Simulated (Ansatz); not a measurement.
Basis-set extrapolation for `F/C=C\S` (PBE0-D4/def2-TZVP geometry, frozen core, Ansatz 0.2.0). Multiplicity 1, RHF reference.

|  | def2-TZVPP | def2-QZVPP |
| --- | --- | --- |
| HF | -574.502757 | -574.522019 |
| MP2 correlation | -0.743962 | -0.804693 |
| CCSD(T) correlation | -0.807561 | not run |

Energies in hartree. Use E(X) = E(∞) + A·exp(−7.88·√X) for Hartree–Fock and E(X) = E(∞) + B·X^(−2.97) for correlation, with X = 3 and 4, and add CCSD(T) minus MP2 of the smaller set to the MP2 limit.

Question: What is the CCSD(T) energy at the basis-set limit?

Answer: HF limit: -574.522019 + (-0.019262) × 0.13774 = -574.52467. MP2 limit: -0.804693 + (-0.060731) × 0.74074 = -0.84968. Higher-order term: -0.807561 − (-0.743962) = -0.06360. Total: -575.43795 hartree, 335.1 kJ/mol below CCSD(T)/def2-TZVPP.
